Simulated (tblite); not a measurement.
Compound: methylenesilane, CH4Si.
SMILES: `C=[SiH2]`

Computed with GFN2-xTB (tblite): harmonic, unscaled wavenumbers at the GFN2-xTB geometry, gas phase. The method is semi-empirical: single wavenumbers can be off by several per cent or more. Modes of hydrogen on silicon can be 10 to 20 % off.

Harmonic wavenumbers (cm⁻¹): 393.2, 423.6, 442.6, 628.6, 769.6, 811.1, 1118.9, 1411.6, 2287.5, 2321.4, 3078.7, 3105.7.

A = 110802, B = 14092, C = 12502 MHz; mass 44.008 u (most abundant isotopes); point group C2v, symmetry number 2.

Question: Zero-point energy?

Answer: ½Σν̃ = 8396 cm⁻¹ = 24.01 kcal/mol.

Question: What is S at 200 K and 1 bar for an ideal gas of classical rigid rotors and harmonic oscillators?

Answer: Translation 35.31, rotation 17.77, vibration 1.45: S = 54.5 cal/(mol K).

Question: And Cp and H(200 K) − H(0)?

Answer: Cp = 11.83 cal/(mol K), of which vibrations give 3.88 (their classical limit is 12 R = 23.8); H(200 K) − H(0) = 1.81 kcal/mol without the zero-point energy, 0.22 from vibrations.

Question: How do the functions run with temperature in this model?

Answer: 
```
T (K)  S (cal/(mol K))  Cp (cal/(mol K))  H − H(0) (kcal/mol)  G − H(0) (kcal/mol)  ln q(vib)
  100             47.7               8.5                 0.80                -3.96       0.01
  300             59.9              15.0                 3.16               -14.83       0.53
  500             68.7              19.1                 6.60               -27.73       1.53
  800             78.6              23.0                12.97               -49.88       3.12
 1000             83.9              24.8                17.76               -66.14       4.13
```

q(vib) and H(0) count from the zero-point level.

Question: Which modes carry the vibrational entropy at 200 K?

Answer: 393.2 cm⁻¹: 0.47; 423.6 cm⁻¹: 0.40; 442.6 cm⁻¹: 0.36; 628.6 cm⁻¹: 0.12; 769.6 cm⁻¹: 0.05; 811.1 cm⁻¹: 0.04 cal/(mol K); the other 6 give 0.01 together.

Question: What must be added to the electronic energy to get the Gibbs energy at 200 K and 1 bar?

Answer: ZPE + [H(200 K) − H(0)] − T·S = 24.01 + 1.81 − 10.91 = 14.91 kcal/mol.
